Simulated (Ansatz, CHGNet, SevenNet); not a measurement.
# Ladder of methods for the lattice constant a of Cs2SnI6 (Fm-3m, No. 225)

Reference value: 11.628 Å (measured, 293 K, copied from a table, unchecked, not corrected to a static lattice; as tabulated in Inorganic Chemistry 52, 9019 (2013)).

```tsv
level (code)	value (Å)	difference (%)
CHGNet 0.3.0 (CHGNet)	12.060	+3.72
SevenNet-0 (SevenNet)	11.952	+2.79
SevenNet-l3i5 (SevenNet)	12.627	+8.59
LDA (Ansatz)	11.282	-2.98
PBE (Ansatz)	12.034	+3.49
PBEsol (Ansatz)	11.560	-0.58
PBE-D3(BJ) (Ansatz)	11.640	+0.10
PBE-D4 (Ansatz)	11.648	+0.17
```

The reference is not for a static lattice or low temperature, so close values are not ranked against it. Off by more than 1.25 % (a bound picked here): CHGNet 0.3.0 (+3.72 %), SevenNet-0 (+2.79 %), SevenNet-l3i5 (+8.59 %), LDA (-2.98 %), PBE (+3.49 %).

The reference has no zero-point or thermal correction, while the calculations are for a static lattice, so the differences are not the levels' errors alone. A static lattice is as a rule a little smaller than the measured one.  Ansatz's density-functional and Hartree–Fock values are scalar-relativistic unless marked +SOC, with PAW data made under PBE.

Machine-learned potentials (CHGNet 0.3.0, SevenNet-0, SevenNet-l3i5) are trained on DFT data, which may include these solids.

Differences are worked out from the printed values.

Ansatz is an electronic-structure program.
